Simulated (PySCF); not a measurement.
## Relaxation of singlet SO(OH)₂

All numbers come from PBE0/[S def2-TZVP, O def2-TZVP, H def2-TZVP], no relativity, density fitting, PySCF. A (50,194) grid was used.

A start displaced from a saddle point along its imaginary mode, of Cs symmetry, held to at least that symmetry:

```xyz
6
charge 0 multiplicity 1, angstrom
S     0.0081    0.0384   -0.2298
O    -0.0002   -0.0009    1.2219
O     1.6506   -0.3810   -0.4078
O    -1.6635    0.3198   -0.4078
H     2.1225   -0.5715    0.4214
H    -2.1722    0.3367    0.4214
```

Task: What forces act on the atoms at the start (eV/Å)?

Result: 
```
atom     Fx     Fy     Fz
  S1   0.09   0.45   0.13
  O2   0.00   0.00   0.00
  O3   0.00  -0.21   0.10
  O4  -0.08  -0.19   0.10
  H5  -0.13   0.00  -0.16
  H6   0.12  -0.05  -0.16
```

Task: What does it relax to?

Result: It ends at Cs with O–H 0.971 Å (×2), S–O 1.452 Å, S–O 1.615 Å (×2); H–O–S 108.3° (×2), O–S–O 100.9°, O–S–O 105.6° (×2) (after a last refinement on a finer grid). A frequency run shows a minimum. Other isomers or separated fragments may lie lower.

Task: How much energy is released, and in how many steps?

Result: 201.5 kJ/mol in 19 steps.

The relaxation took 52 s on 4 threads of a shared Arm Neoverse V1 host, with 142 basis functions and 21 gradients; the process peaked at 1.9 GiB.
